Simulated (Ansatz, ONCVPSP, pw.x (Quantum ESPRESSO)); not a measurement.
silicon (Si): does the ONCV potential hold in the solid?

- Element: Si (Z = 14)
- Generator: ONCVPSP 4.0.1.1 (patched build)
- Type: optimised norm-conserving Vanderbilt (ONCV)
- Functional: PBE
- Relativity: scalar-relativistic
- Frozen core: [Ne]
- Valence charge: 4
- Reference configuration: 3s2 3p2
- Partial waves: 3s: rc 1.55 bohr, ncon 4, nbas 8, qcut 3.7 1/bohr, 2 projectors, debl 3.1 Ha; 3p: rc 2.45 bohr, ncon 4, nbas 7, qcut 3.5 1/bohr, 2 projectors, debl 3.9 Ha; d scattering state at 0.25 Ha: rc 2.10 bohr, ncon 4, nbas 9, qcut 4 1/bohr, 2 projectors, debl 1.3 Ha
- Local potential: polynomial inside 1.40 bohr (lpopt 5, dvloc0 2 Ha)
- Core correction: Teter function, fcfact 3.5, rcfact 1.45

Crystal test: diamond Si in pw.x 7.5, no spin, 8³ k-points, Fermi–Dirac smearing 0.01 Ry, cutoffs 70/280 Ry. The reference is all-electron LAPW (Ansatz 0.2.0) with the same functional, mesh and smearing; V0 and B0 come from Birch–Murnaghan fits to the pressures at five volumes. Errors are pseudo minus all-electron; Δ is the rms difference of the E(V) curves that follow from these fits, minima aligned, over ±6 % about the mean V0. Mesh and smearing are coarse, so the numbers serve the comparison and aren't converged zero-temperature values; the lattice is a test structure that the element need not adopt.

```
V (Å³/atom)  P all-electron (GPa)  P pseudo (GPa)
     19.440                  5.01            4.82
     19.951                  2.31            2.12
     20.463                 -0.05           -0.25
     20.975                 -2.12           -2.31
     21.486                 -3.93           -4.12
```

All-electron: a0 = 5.469 Å (V0 = 20.45 Å³/atom), B0 = 88.5 GPa.

Pseudopotential: mean pressure error (GPa): -0.19; a0 (Å): 5.465; a0 error (%): -0.07; B0 error (%): +1.0; Δ (meV/atom): 0.9. The largest radius (2.45 bohr) exceeds half the bond length (2.24 bohr), so the spheres overlap, which is one possible source of error among others.

Task: At the middle volume, how do free energy and pressure move when the wave cutoff is lowered (ecutrho kept at four times it)?

Result:

```
cutoff (Ry)  shift of F (meV/atom)  shift of P (GPa)
         32                   +8.8             -0.14
         42                   +4.7             +0.02
         56                   +2.2             -0.05
```

The run at the middle volume (29 k-points, 8 iterations) took about 10 s on one core of a shared host (Neoverse-V2, 32 threads, 247 GiB, load 11).
